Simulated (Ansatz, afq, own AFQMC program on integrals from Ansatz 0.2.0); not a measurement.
AFQMC on a folder of integrals that Ansatz 0.2.0 wrote.

```yaml
crystal:
  periodic: [false, false, false]
  atoms:
    - {symbol: Si, position_ang: [0.000000, 0.000000, 0.505242]}
    - {symbol: B, position_ang: [0.000000, 0.000000, -1.316005]}
    - {symbol: H, position_ang: [0.000000, 1.265985, 1.266213]}
    - {symbol: H, position_ang: [0.000000, -1.265985, 1.266213]}
    - {symbol: H, position_ang: [0.000000, 0.000000, -2.495380]}
basis:
  gaussian: {orbitals: cc-pVDZ}
magnetization: {spin_polarized: false}
correlation: {method: ccsd_t, electrons: outside_noble_gas, hamiltonian_folder: ham}
```

```sh
$ ansatz run in.yaml --threads 1 --pin off --events-out ev --progress --plain --max-ram 1382MiB
```

Options of the walk:

```
--method phaseless --trial cisd --walkers 60 --populations 1 --least-time 40 --time-step 0.005 --steps-per-block 50 --equilibration-blocks 28 --max-blocks 300 --target-error 0.00038 --factor-cut 1e-05 --seed 1058 --release-times 0.24,0.51,0.99,1.62,2.4 --release-step 0.03 --release-every 4 --taylor-order 6
```

Times are imaginary, in 1/Eh. The walk had a cap of 656 s.

afq prints:

```
orbitals 41  electrons 5 5  factors 315 of 446
reference energy -315.24045916 Eh
CCSD correlation -0.21108816 Eh in 11 cycles, weight of the determinant in the CISD state 0.8640
energy of the start -315.451547 Eh
 block  time / (1/Eh)  mean weight  energy / Eh
     1     0.250  0.9994  -315.448438
     2     0.500  1.0013  -315.449302
     3     0.750  0.9981  -315.450570
     4     1.000  0.9984  -315.452268
     5     1.250  1.0002  -315.453503
     9     2.250  0.9999  -315.455445
    33     8.250  0.9998  -315.459693
    65    16.250  1.0001  -315.452436
    97    24.250  0.9983  -315.455640
   129    32.250  1.0003  -315.456371
   161    40.250  0.9981  -315.464716
   193    48.250  0.9993  -315.467847
   225    56.250  0.9988  -315.472306
   257    64.250  1.0018  -315.458895
   265    66.250  0.9999  -315.480416
   289    72.250  1.0002  -315.464458
   321    80.250  1.0021  -315.456959
blocks merged  error / Eh  count
     1  0.000258  300
     2  0.000328  150
     4  0.000408  75
     8  0.000517  37
    16  0.000591  18
    32  0.000483  9
released: time / (1/Eh)  energy / Eh  error  mean overlap
  0.24  -315.460025  0.000479  1.0065
  0.51  -315.460227  0.000517  1.0057
  0.99  -315.460590  0.000561  1.0029
  1.62  -315.460427  0.000388  1.0180
  2.40  -315.460889  0.000591  1.0039
energy -315.459979 +/- 0.000591 Eh
(rows thinned)
```

The run passed its tests (sampling time, drift between the halves within three errors, error under three times the target), which doesn't prove that it has relaxed.

Against this walk (error 16.1 meV) on the same determinant: CCSD(T) 26.3 meV higher (within the noise), CCSDT(Q) 22.6 meV lower (within the noise). The error is statistical and leaves out the bias of the constraint. Released to 2.40 1/Eh the energy moves by -25 ± 23 meV (both errors), within twice the noise.

Cautions: constraint bias not in the error; error above the target (16.1 against 10.3 meV); restricted determinant unstable towards unrestricted (UHF 31 meV lower, ⟨S²⟩ 0.26).

The walk took 4.2 min on 1 thread of Intel(R) Xeon(R) 6975P-C (Granite Rapids) (shared host). The log's last line is the phaseless energy.

CCSDT and higher add their correlation energy to the determinant of the CCSD(T) run, since their own runs factorise the integrals more tightly (a shift of under 2 meV). A walk keeps the symmetry of its determinant, which the program's search chose and which needn't be the lowest solution, so a lower state of the same spin and another symmetry isn't excluded.
